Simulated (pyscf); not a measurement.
A first-order saddle from PySCF, ωB97X-D3(BJ)/def2-SVP:

```xyz
5

In     0.4191     0.1217    -0.8772
O      1.3627     1.5986     0.0318
H      2.3097     1.6461    -0.1492
Cl    -2.1458     0.0832    -0.3081
H     -0.9556    -0.8622    -1.3084
```

Surface: singlet, charge 0. Lowest wavenumbers (cm⁻¹): 1173i, 114, 214, 292, 432.

Problem. Name the species on either side of this saddle.

Solution. HO–In (SMILES [OH][In]) [singlet] + HCl (SMILES Cl) <-> HO–InH–Cl (SMILES [OH][InH][Cl]), an insertion read from left to right: Cl–H broken and Cl–In, H–In formed. At CCSD(T)/def2-TZVPP + ΔMP2(QZVPP) it lies +1.35 eV from the left side and +1.89 eV from the right (each side as separated species at their lowest minima found). On the product side the descent ends in a point that may be a rotor saddle (no frequency run), 0.08 eV over the lowest minimum found and 2.04 eV under the saddle at ωB97X-D3(BJ)/def2-TZVP. At ωB97X-D3(BJ)/def2-TZVP the barrier from the zero used here is 1.24 eV. One saddle was located; it need not be the lowest between these sides. The CCSD(T) − MP2 part came from Ansatz, without density fitting, on the same reference. The frozen core leaves the outer d or s,p core shells of the metals and heavy elements correlated in the MP2 and CC values, and def2-TZVPP describes them poorly, which can shift differences by a few kcal/mol. Elements past Kr carry the def2 core potentials, without spin-orbit coupling.
